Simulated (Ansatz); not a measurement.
# PH+ (quartet): wave-function methods side by side, def2-TZVPP

An exercise on one series of results from a longer session: the logs are not shown, and one member is left open.

The runs use Ansatz 0.2.0, Gaussian basis; def2-TZVPP, core rule «outside noble gas», up to 5 orbitals frozen.

To be run: UHF; ROHF; CCSD(T) on UHF.

2 further runs of the same task are left out: 2 set aside as unsound or not needed.

### The system

The geometry is a PBE0/def2-TZVP stationary point (not a proven minimum) of the parent state, kept for this charge and spin.

2 atoms, charge 1, spin multiplicity 4.

Atoms are counted from 1 here; the program's logs count them from 0.

Bond lengths: P1–H2 1.428 Å.

The first run:

in.yaml

```yaml
crystal:
  periodic: [false, false, false]
  atoms:
    - {symbol: P, position_ang: [0.000000, 0.000000, 0.000000]}
    - {symbol: H, position_ang: [0.000000, 0.000000, 1.428200]}
basis:
  gaussian: {orbitals: def2-TZVPP}
total_charge: 1
magnetization: {spin_polarized: true, initial_magnetization: 3}
hamiltonian: {xc: hf}
output: {orbitals: {seedname: orbitals}}
```

On the command line:

```bash
$ ansatz run in.yaml --threads 1 --pin off --events-out ev --progress --plain --max-ram 2560MiB --backend cpu
```

Steps of the session up to this table: UHF; ROHF; CCSD(T) on UHF.

One table of the session follows, with a row left open; its other results are not shown here.

| method | from UCCSD(T) (kcal/mol) |
| --- | --- |
| ROHF | +61.38 |
| UHF | +60.26 |
| UMP2 | ? |
| UCCSD | +2.07 |
| UCCSD(T) | 0 |

**Question.** Estimate the row for UMP2.

The run gave: from UCCSD(T) (kcal/mol): +14.63. In the column «from UCCSD(T) (kcal/mol)» it lies between UCCSD (+2.07) and UHF (+60.26).
